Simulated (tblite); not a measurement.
C₅H₆N (doublet state).
SMILES with atom numbers: `[H]/[C:1]=[N:2]/[CH:3]=[CH:4]/[CH:5]=[CH2:6]` (hydrogens: H7 on C1; H8 on C3; H9 on C4; H10 on C5; H11, H12 on C6)

Structure used (GFN2-xTB), in Å, numbered top down from 1:
```
atom  x, y, z in Å
C1     3.0056   -0.1463   -1.4253
N2     2.0389   -0.4793   -0.7865
C3     0.7978   -0.7271   -0.4897
C4    -0.0670    0.2040    0.0483
C5    -1.3840   -0.1151    0.4521
C6    -2.2511    0.7720    0.9713
H7     4.0172   -0.1186   -1.0584
H8     0.4875   -1.7591   -0.6030
H9     0.2731    1.2237    0.1592
H10   -1.6930   -1.1458    0.3263
H11   -1.9793    1.8043    1.1127
H12   -3.2445    0.4867    1.2670
```

Level: GFN2-xTB in tblite, geometry and Hessian alike; calculated harmonic values, unscaled, isolated species. Errors from tens to a few hundred cm⁻¹ against measured bands are possible. One conformer, not necessarily the lowest. Open shells enter through the occupations alone, without spin polarisation, and single modes of such species can be off by tens of per cent.

Harmonic wavenumbers (cm⁻¹): 125.2, 135.1, 201.4, 269.3, 333.3, 457.0, 487.5, 597.6, 631.5, 742.2, 819.8, 872.4, 883.9, 949.0, 998.5, 1153.9, 1216.0, 1226.7, 1237.7, 1300.6, 1405.8, 1466.5, 1583.0, 2058.9, 3029.8, 3030.9, 3044.5, 3080.9, 3108.2, 3141.8.

A = 26223, B = 1477, C = 1405 MHz; mass 80.050 u (most abundant isotopes); point group C1, symmetry number 1; spin multiplicity 2.

Question: What is the zero-point energy?

Answer: ½Σν̃ = 19794 cm⁻¹ = 236.79 kJ/mol.

Question: What is S at 350 K and 1 bar for an ideal gas of classical rigid rotors and harmonic oscillators?

Answer: Translation 166.85, rotation 111.55, vibration 73.30, spin (R ln 2) 5.76: S = 357.5 J/(mol K).

Question: And Cp and H(350 K) − H(0)?

Answer: Cp = 122.27 J/(mol K), of which vibrations give 89.01 (their classical limit is 30 R = 249.4); H(350 K) − H(0) = 26.45 kJ/mol without the zero-point energy, 14.81 from vibrations.

Question: How do the functions run with temperature in this model?

Answer: 
| T (K) | S (J/(mol K)) | Cp (J/(mol K)) | H − H(0) (kJ/mol) | G − H(0) (kJ/mol) | ln q(vib) |
| --- | --- | --- | --- | --- | --- |
| 50 | 221.6 | 40.2 | 1.75 | -9.33 | 0.05 |
| 100 | 254.3 | 55.5 | 4.15 | -21.28 | 0.42 |
| 298.15 | 338.9 | 109.0 | 20.45 | -80.60 | 2.98 |
| 373.15 | 365.5 | 127.9 | 29.35 | -107.02 | 4.06 |
| 500 | 406.8 | 154.7 | 47.35 | -156.05 | 5.93 |
| 750 | 477.0 | 191.4 | 90.97 | -266.81 | 9.56 |
| 1000 | 535.6 | 215.5 | 142.04 | -393.60 | 12.96 |

q(vib) and H(0) count from the zero-point level.

Question: Blend soft modes into free rotors: weight 1/[1 + (100 cm⁻¹/ν̃)⁴] for the oscillator and the rest for a rotor with moment μB/(μ + B), μ = h/(8π²ν), B = 10⁻⁴⁴ kg m². What vibrational entropy results?

Answer: 72.21 J/(mol K) in place of 73.30, which changes −T·S at 350 K by +0.38 kJ/mol.

Hindered rotation and anharmonicity are outside this model. Other conformers, if any are populated, would add a mixing term that is left out. The structure is chiral; the term R ln 2 for an equal mix with its mirror image is left out.
